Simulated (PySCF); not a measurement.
formic acid cation (CH2O2), SMILES O=CO (connectivity only; charge and spin as stated), charge +1, multiplicity 2. Coordinates come from a r2SCAN-D4/def2-TZVP optimisation. The multiplicity is an assumed one; other spin states were not compared. One conformer was computed; it need not be the lowest.

Level of theory: PySCF 2.14.0 with r2SCAN-D4/def2-TZVP.

Harmonic wavenumbers (cm⁻¹): 454, 712, 995, 1171, 1209, 1374, 1530, 2985, 3570. Rotational constants (GHz): 77.24, 12.22, 10.55; symmetry number 1.

Problem. Work out the zero-point energy and the ideal-gas rigid-rotor harmonic-oscillator thermochemistry at 298.15 K and 1 atm.

Solution. ZPE = ½ Σ hcν = ½ × 13999 cm⁻¹ = 83.73 kJ/mol. H − E(el) = 94.84 kJ/mol. Entropy in J/(mol K): translation 156.50, rotation 87.89, vibration 5.39, spin 5.76, total 255.55. G − E(el) = 18.65 kJ/mol. Cp = 46.44 J/(mol K).
